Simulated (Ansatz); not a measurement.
Program: Ansatz. Geometries: PBE0-D4/def2-TZVP. ΔE: electronic, gas phase. CCSD(T)/CBS adds triple-zeta CCSD(T) − MP2 to the extrapolated MP2 energy (def2 sets, frozen cores). This one scheme is used for every species, atoms too. Functionals use def2-TZVPP. Open shells (•) are unrestricted, without spin–orbit coupling. Spin–orbit coupling would lower the free atoms: a little for C, S. Each species was taken in one conformer, which may not be the lowest.

Consider the atomization: `C=CSC` → 3 C• + 6 H• + S•.

| level | ΔE (kJ/mol) |
| --- | --- |
| r2SCANh | 3828.7 |
| CCSD(T)/def2-SVP | 3646.1 |

Task: What does CCSD(T)/CBS give? (An estimate is asked.)

Result: Ansatz gave: +3833.1 kJ/mol. The listed levels differ from it by -4.4, -187.0 kJ/mol.

Task: What do rigid-rotor, harmonic-oscillator terms from PBE0-D4/def2-TZVP frequencies (298.15 K, 1 bar) make of the CCSD(T)/CBS value? (Estimate.)

Result: Computed: ΔZPE = -212.1 kJ/mol, ΔH = +3665.6 kJ/mol, ΔS = 1020 J/(mol·K), ΔG = +3361.6 kJ/mol. Open shells count their whole term as degenerate.

Largest T1 diagnostic among the species: 0.011.

The D4 term adds +28.9 kJ/mol with B3LYP and +15.0 kJ/mol with PBE0; it sums over pairs of atoms, weighted by their polarisabilities, and B3LYP, whose exchange is more repulsive, gets the larger term. Leaving LDA and LC-ωPBE aside and taking each functional with its dispersion term where it has one, the values, not all of them listed here, spread over 197.1 kJ/mol, from BHLYP-D4 to PBE-D4. LDA lies +470.8 kJ/mol from PBE without D4, its usual overbinding. From BLYP to BHLYP (50 % exact exchange), in def2-TZVPP and without D4, ΔE moves by −80.5 kJ/mol: exact exchange takes away binding that semilocal exchange gives to molecules.

B3LYP here is the variant with VWN-RPA as its local correlation; programs differ in this.

For atomizations the MP2-based limit and the directly extrapolated one differ by several kJ/mol either way, and by 10 to 25 for some Ge, Se and Sn compounds, so smaller differences from it don't rank the levels.
